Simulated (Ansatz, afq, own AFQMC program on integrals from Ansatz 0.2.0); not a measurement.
## Ge₂H₃, doublet → Ge2H3, quartet

```xyz
5

Ge   -0.0020    0.0000    1.2075
Ge   -0.0014    0.0000   -1.2815
H     1.5002    0.0000    1.5882
H    -0.6286    1.2435    1.8741
H    -0.6287   -1.2435    1.8741
```

Connectivity, by distances: GeH3–Ge.

E(quartet, charge +0) − E(doublet, charge +0) at this geometry, on UHF and UHF determinants.

Basis cc-pVDZ. Only valence electrons are correlated. Integrals, coupled cluster, full CI and functionals: Ansatz 0.2.0; the random walks run on the same integrals in our own AFQMC program. The CISD trial takes its coefficients from CCSD amplitudes. Released means that phaseless walkers are propagated on without the constraint, phases kept. Uncertainties: one standard error, sampling alone. No spin–orbit coupling. The errors of all members are added in quadrature.

No full CI on the walks' own integrals is used here. The released AFQMC energy serves as the reference, which it does only where one determinant dominates, the energy is flat over the last release times and near the phaseless one (40 meV or 2 meV an electron, half that with transition metals). On small molecules, where full CI could be run and the noise was under 10 meV, such values lay within 10 meV of it in 19 cases of 20, a flattering rate, since the rule was set on those same cases; what remains of the bias isn't in the error bar. Each member takes its own surest rung, up to full CI.

Errors are counted within cc-pVDZ, not against nature.

Cautions: inner d shell frozen; no relativity below Rb; no spin-orbit coupling; Ge₂H₃ (doublet): the released value is read at 1.50 1/Eh (meV from the phaseless value at times in 1/Eh: 3 ± 10 at 0.24, -4 ± 9 at 0.50, -1 ± 9 at 1.00, -5 ± 8 at 1.50); Ge₂H₃ (quartet): another spin lies lower, the released value is read at 1.50 1/Eh with a noise of 11 meV, more than in the cases checked (meV from the phaseless value at times in 1/Eh: -6 ± 11 at 0.24, -4 ± 9 at 0.50, -16 ± 8 at 1.00, 3 ± 11 at 1.50).

| level | vertical spin gap (eV) |
| --- | --- |
| CCSD | 1.031 |
| HF | 0.638 |

**Question.** From these cheaper values, estimate the vertical spin gap at the reference level in cc-pVDZ.

**Answer.** 1.043 ± 0.014 eV (AFQMC with the constraint released in cc-pVDZ).

```
        level  vertical spin gap (eV)  error against released AFQMC (eV)
          MP2                   0.918                     -0.125 ± 0.014
      CCSD(T)                   1.039                     -0.004 ± 0.014
ph-AFQMC/CISD           1.035 ± 0.013                     -0.008 ± 0.019
```

Correlation beyond CCSD(T) changes it by less than twice the noise. The perturbative (T) step is worth +0.007 eV.

A walk keeps the symmetry of its determinant, which the program's search chose and which needn't be the lowest solution, so a lower state of the same spin and another symmetry isn't excluded. Released energies are given only where the last usable release times agree within the noise; a slower fall can still hide under it.
